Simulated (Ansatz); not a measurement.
# SiNH₂+ (triplet): the correlation ladder, def2-TZVPP

One table from this session's results is given with a row withheld; the runs are named, their logs left out.

The runs use Ansatz 0.2.0, Gaussian basis; def2-TZVPP, core rule «outside noble gas», up to 6 orbitals frozen.

The runs, in order: UHF; ROHF; CCSD(T) on UHF.

2 further runs of the same task are left out: 2 set aside as unsound or not needed.

### The system

The geometry is a PBE0/def2-TZVP stationary point (not a proven minimum) of the parent state, kept for this charge and spin.

4 atoms, charge 1, spin multiplicity 3.

Atoms are counted from 1 here; the program's logs count them from 0.

Bond lengths: Si1–N2 1.705 Å, N2–H3 1.010 Å, N2–H4 1.010 Å. Angles: Si1–N2–H3 124.3°, Si1–N2–H4 124.3°, H3–N2–H4 111.4°.

Set-up of the first run:

Input file in.yaml:

```yaml
crystal:
  periodic: [false, false, false]
  atoms:
    - {symbol: Si, position_ang: [0.000000, 0.000000, 0.645532]}
    - {symbol: N, position_ang: [0.000000, 0.000000, -1.059936]}
    - {symbol: H, position_ang: [0.000000, 0.834992, -1.628999]}
    - {symbol: H, position_ang: [0.000000, -0.834993, -1.628999]}
basis:
  gaussian: {orbitals: def2-TZVPP}
total_charge: 1
magnetization: {spin_polarized: true, initial_magnetization: 2}
hamiltonian: {xc: hf}
output: {orbitals: {seedname: orbitals}}
```

Command:

```sh
ansatz run in.yaml --threads 1 --pin off --events-out ev --progress --plain --max-ram 4096MiB --backend cpu
```

Steps of the session up to this table: UHF; ROHF; CCSD(T) on UHF.

One table of the session follows, with a row left open; its other results are not shown here.

| method | from UCCSD(T) (kcal/mol) |
| --- | --- |
| ROHF | +182.91 |
| UHF | ? |
| UMP2 | +17.20 |
| UCCSD | +7.72 |
| UCCSD(T) | 0 |

Q: Estimate the row for UHF from the others.

The run gave: from UCCSD(T) (kcal/mol): +181.44. In the column «from UCCSD(T) (kcal/mol)» it lies between UMP2 (+17.20) and ROHF (+182.91).
